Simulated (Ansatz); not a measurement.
A made-up structure of LiAlNH2, doublet:

```xyz
5
angstrom
Li -1.8819 -0.8181 1.1536
N -0.3378 -0.7635 -0.0778
Al 0.3359 1.0496 0.2115
H 0.1737 -1.4578 -0.8148
H 1.7101 1.9898 -0.4725
```

It is relaxed with PBE-D4/def2-SVP and then PBE0-D4/def2-TZVP (Ansatz 0.2.0). Atoms count as bonded within 1.22 times the sum of their covalent radii (H–H: 0.88 Å). The end point is not checked to be a true minimum.

Q: Does its bonding change? (Judge from chemistry; the calculation decides.)

A: Computed: Yes. Formed: Li1–Al3; broken: none.

Where it ends: The first stage lowers the energy by 0.78 eV in 4 steps. It ends as LiAlNH₂ ([Li]1[NH][AlH]1):
```
5
angstrom
Li -1.6803 -0.7309 1.0299
N -0.3016 -0.6813 -0.0692
Al 0.2998 0.9375 0.1890
H 0.1554 -1.3009 -0.7274
H 1.5268 1.7756 -0.4223
```

Labels in which every atom is bracketed show which atoms are joined, not bond orders.

For scale, one of the runs: PBE0-D4/def2-TZVP relaxation, 94 basis functions, launched by `ansatz run in.yaml --threads 2 --pin off --events-out ev --progress --plain --max-ram 4352MiB`. The run took about 12 s on 2 CPU threads of an Intel Xeon Platinum 8559C (shared host).
